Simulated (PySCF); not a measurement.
# How the method moves the HOMO and LUMO of `FC(F)(F)F`

Compound: CF4.
Z-matrix (Å and degrees, PBE0-D3(BJ)/def2-SVP geometry), rows numbered from 1:
```
F 
C   1  1.3157
F   2  1.3159  1  109.49
F   2  1.3158  1  109.41  3   120.00
F   2  1.3156  1  109.53  3  -120.03
```

Basis pcSseg-2 throughout (PySCF), one geometry. Geometry: PBE0-D3(BJ)/def2-SVP; no solvent, vibrations or thermal averaging.

Task: How do the orbital energies and the gap change with the method?

Result: 
| method | kind | HOMO (eV) | LUMO (eV) | gap (eV) | SCF cycles |
| --- | --- | --- | --- | --- | --- |
| OPBE | GGA | -10.35 | 1.86 | 12.22 | 13 |
| BLYP | GGA | -10.38 | 1.40 | 11.78 | 12 |
| PBE | GGA | -10.41 | 1.51 | 11.92 | 12 |
| B97-D | GGA | -10.51 | 1.80 | 12.31 | 13 |
| BP86 | GGA | -10.52 | 1.68 | 12.20 | 12 |
| KT2 | GGA | -10.64 | 1.31 | 11.95 | 13 |
| KT3 | GGA | -10.67 | 1.20 | 11.87 | 13 |
| LDA | LDA | -10.67 | 1.33 | 12.01 | 12 |
| B97-2 | global hybrid | -12.33 | 2.58 | 14.91 | 11 |
| B3LYP | global hybrid | -12.37 | 2.00 | 14.37 | 12 |
| PBE0 | global hybrid | -12.68 | 2.48 | 15.17 | 11 |
| mPW1PW91 | global hybrid | -12.73 | 2.57 | 15.30 | 11 |
| CAM-B3LYP | range-separated hybrid | -14.31 | 3.16 | 17.47 | 12 |
| wB97X-D | range-separated hybrid | -14.64 | 4.69 | 19.33 | 12 |
| BHandHLYP | global hybrid | -14.97 | 3.04 | 18.02 | 11 |
| LC-wPBE | range-separated hybrid | -15.53 | 4.76 | 20.29 | 12 |
| HF | Hartree–Fock | -18.66 | 5.38 | 24.04 | 8 |

The HOMO spans 8.31 eV, from OPBE down to HF, and the gap runs from 11.78 eV (BLYP) to 24.04 eV (HF). Over the methods OPBE (0 %), BLYP (0 %), PBE (0 %), B97-D (0 %), BP86 (0 %), KT2 (0 %), KT3 (0 %), LDA (0 %), B97-2 (21 %), B3LYP (20 %), PBE0 (25 %), mPW1PW91 (25 %), BHandHLYP (50 %), HF (100 %), a straight line through the gap against the share of exact exchange rises by 1.20 eV for each 10 % (correlation coefficient 0.999). The dipole is below 0.03 D at every level.
